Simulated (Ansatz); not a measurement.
The inner images of a band of Al2BH5 (8 atoms, charge 0, multiplicity 1) are given out of order.

Theory: Ansatz 0.2.0, UKS r2SCAN-D4/def2-mTZVP.

Initial state:

```xyz
8
Properties=species:S:1:pos:R:3
B -0.693 1.374 -1.372
Al 0.742 0.389 -0.189
Al 0.133 -1.547 1.418
H -0.999 0.990 -2.466
H -1.317 2.324 -0.990
H 2.282 0.832 -0.282
H 0.099 -3.070 0.931
H -0.247 -1.292 2.950
```

Final state:

```xyz
8
Properties=species:S:1:pos:R:3
B -0.599 1.508 -1.470
Al -0.987 -0.064 -0.131
Al 0.344 -1.481 1.397
H -0.347 1.310 -2.624
H -0.635 2.656 -1.131
H 0.771 -0.130 0.262
H 0.923 -2.838 0.811
H 0.529 -0.961 2.886
```

Problem. Put them in order from the first end to the last, with their energies above the first end.
A.
```xyz
8
Properties=species:S:1:pos:R:3
B -0.743 1.522 -1.461
Al 0.369 0.245 -0.208
Al 0.143 -1.654 1.517
H -0.975 1.257 -2.607
H -1.132 2.599 -1.109
H 1.947 0.550 -0.327
H 0.318 -3.190 1.115
H 0.073 -1.329 3.081
```
B.
```xyz
8
Properties=species:S:1:pos:R:3
B -0.638 1.567 -1.535
Al -0.750 0.074 -0.058
Al 0.341 -1.501 1.471
H -0.641 1.296 -2.701
H -0.670 2.734 -1.271
H 0.977 -0.252 0.275
H 0.698 -2.933 0.885
H 0.682 -0.985 2.934
```
C.
```xyz
8
Properties=species:S:1:pos:R:3
B -0.711 1.450 -1.422
Al 0.575 0.317 -0.196
Al 0.132 -1.610 1.471
H -0.992 1.130 -2.543
H -1.210 2.479 -1.062
H 2.129 0.717 -0.303
H 0.263 -3.144 1.041
H -0.184 -1.339 3.015
```
D.
```xyz
8
Properties=species:S:1:pos:R:3
B -0.735 1.595 -1.574
Al -0.225 0.178 -0.127
Al 0.214 -1.505 1.620
H -1.094 1.280 -2.671
H -0.736 2.768 -1.340
H 1.383 -0.272 -0.074
H 0.339 -3.030 1.173
H 0.854 -1.014 2.994
```
E.
```xyz
8
Properties=species:S:1:pos:R:3
B -0.677 1.600 -1.582
Al -0.456 0.164 -0.077
Al 0.307 -1.492 1.538
H -0.937 1.288 -2.708
H -0.707 2.771 -1.340
H 1.190 -0.366 0.181
H 0.463 -2.993 1.037
H 0.818 -0.973 2.951
```
F.
```xyz
8
Properties=species:S:1:pos:R:3
B -0.756 1.596 -1.536
Al -0.046 0.172 -0.172
Al 0.161 -1.549 1.642
H -1.115 1.296 -2.639
H -0.796 2.764 -1.280
H 1.561 -0.089 -0.307
H 0.242 -3.090 1.234
H 0.748 -1.099 3.057
```
G.
```xyz
8
Properties=species:S:1:pos:R:3
B -0.763 1.575 -1.493
Al 0.154 0.195 -0.200
Al 0.144 -1.630 1.579
H -1.019 1.301 -2.633
H -0.995 2.709 -1.182
H 1.765 0.260 -0.343
H 0.293 -3.166 1.168
H 0.421 -1.244 3.105
```

Solution. C (+0.012 eV), A (+0.053 eV), G (+0.129 eV), F (+0.227 eV), D (+0.283 eV), E (+0.221 eV), B (+0.176 eV).

The run took 7.3 min on 2 threads of Arm Neoverse V2, on a shared host, peak memory 0.22 GiB.
